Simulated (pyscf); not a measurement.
Structures and frequencies: ωB97X-D3(BJ)/def2-SVP in PySCF.

Question: What are the homolytic bond dissociation enthalpies (298 K) of H₃C–CH=CH–CH₃ at ωB97M-D3(BJ)/def2-TZVP, weakest first?

Answer: C–H to •H₂C–CH=CH–CH₃ + H•: 360.9 kJ/mol; C–H to H₂C=CH–CH•–CH₃ + H•: 360.9 kJ/mol; C–C to CH₃• + •HC=CH–CH₃: 429.4 kJ/mol; C–H to H₃C–C•=CH–CH₃ + H•: 455.3 kJ/mol. Ring and multiple bonds, and those that leave no two simple radicals, are not listed. The radicals are drawn with the spin at the cut bond; how far it spreads was not checked. •HC=CH–CH₃ lies 103.2 kJ/mol over its isomer •H₂C–CH=CH₂, and others may lie lower still (electronic energy, ωB97M-D3(BJ)). H₃C–C•=CH–CH₃ lies 92.6 kJ/mol over its isomer •H₂C–CH=CH–CH₃, and others may lie lower still (electronic energy, ωB97M-D3(BJ)). Other isomers of •H₂C–CH=CH–CH₃, H₂C=CH–CH•–CH₃ were not searched in full and may lie lower.
